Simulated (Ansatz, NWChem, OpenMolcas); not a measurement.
# PH3 (phosphine): the electronic atomisation energy, rung by rung

The species is PH3 (4 atoms), meant as a singlet with charge 0. SMILES: `P`. The shape is that of a PBE0-D4/def2-TZVP optimisation.

Quantity: the electronic atomisation energy, in eV. The values are calculated. Electronic energies at fixed atoms, without zero-point motion or spin-orbit coupling.

```tsv
level	kind	program	value (eV)	less CCSD(T)/aug-cc-pVTZ
SVWN5/aug-cc-pVTZ	LDA	NWChem	11.64	+1.45
BLYP/aug-cc-pVTZ	GGA	OpenMolcas	10.45	+0.26
M06-L/aug-cc-pVTZ	meta-GGA	OpenMolcas	10.39	+0.20
BHLYP/aug-cc-pVTZ	global hybrid	NWChem	10.36	+0.17
HSE06/aug-cc-pVTZ	range-separated hybrid	Ansatz	10.24	+0.05
B2PLYP/aug-cc-pVTZ	double hybrid	Ansatz	10.36	+0.17
PBE-QIDH/aug-cc-pVTZ	double hybrid	Ansatz	10.15	-0.04
MP2/aug-cc-pVTZ	perturbation theory	Ansatz	9.82	-0.37
BCCD(T)/aug-cc-pVTZ	coupled cluster or CI	Ansatz	10.19	0.00
CCSD(T)/aug-cc-pVTZ	coupled cluster or CI	NWChem	10.19	0.00
```

Differences are taken from CCSD(T)/aug-cc-pVTZ for orientation; it has basis-set and higher-order errors of its own. The values span 9.82 to 11.64 eV.
